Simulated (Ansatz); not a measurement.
**How far each method lies from RCCSDT(Q) for Ga–PH–Ga, singlet**

Geometry: displaced at random from a stationary point.

| atom | x (Å) | y (Å) | z (Å) |
| --- | --- | --- | --- |
| Ga | -0.0110 | -0.2477 | 2.0574 |
| P | -0.0984 | 0.9872 | 0.0129 |
| Ga | 0.0362 | -0.2045 | -2.0631 |
| H | 1.2807 | 0.9477 | 0.0001 |

Basis cc-pVDZ; Ansatz 0.2.0. Correlated methods freeze the noble-gas cores and the filled d shells of p-block atoms, which leaves 12 electrons in 44 orbitals. R marks a restricted (for open shells ROHF) determinant. Active spaces: frontier = (8e, 8o) about the gap. No spin–orbit coupling is included, and no scalar relativity.

Full CI isn't at hand for all of this; RCCSDT(Q) serves as the reference, and is uncertain by the last step of the cluster series or more.

```
UHF ⟨S²⟩                          : 0.000
T1 diagnostic (RCCSD)             : 0.0213
largest doubles amplitude (RCCSD) : 0.045
```

```tsv
level	E − E(RHF) (eV)
RMP2	-5.7111
RCCSD	-6.7507
RCCSD(T)	-7.0264
```

(1) Estimate how far RCCSDT(Q) in cc-pVDZ lies from RCCSD(T). The table doesn't fix it; the size of (T) and the diagnostics are the guide.

(1) RCCSDT(Q) in cc-pVDZ lies 2.17 mEh below RCCSD(T), which is 21 % of the (T) step (-10.13 mEh). T1 is raised, but (T) still catches most of what CCSD lacks. The miss exceeds 1 kcal/mol.

The other levels:

| level | E − E(RCCSDT(Q)) (mEh) | share of correlation (%) | wall time |
| --- | --- | --- | --- |
| BCCD(T) | 2.04 | 99.22 | 2.6 s |
| RCCSDT | 0.92 | 99.65 | – |
| CASSCF (frontier space) | 203.52 | 21.84 | – |
| MRCISD (frontier space) | 27.22 | 89.55 | – |
| MRCISD+Q (frontier space) | 5.19 | 98.01 | 40 s |

The correlation energy at RCCSDT(Q), counted from RHF, is -7.086 eV. That run took 24 s on 1 thread of Arm Neoverse V2, shared host.

Times hold each run's SCF and search for its determinant on a shared host, so for small cases they say little of a method's own cost; they ran on 1 thread of Arm Neoverse V2.
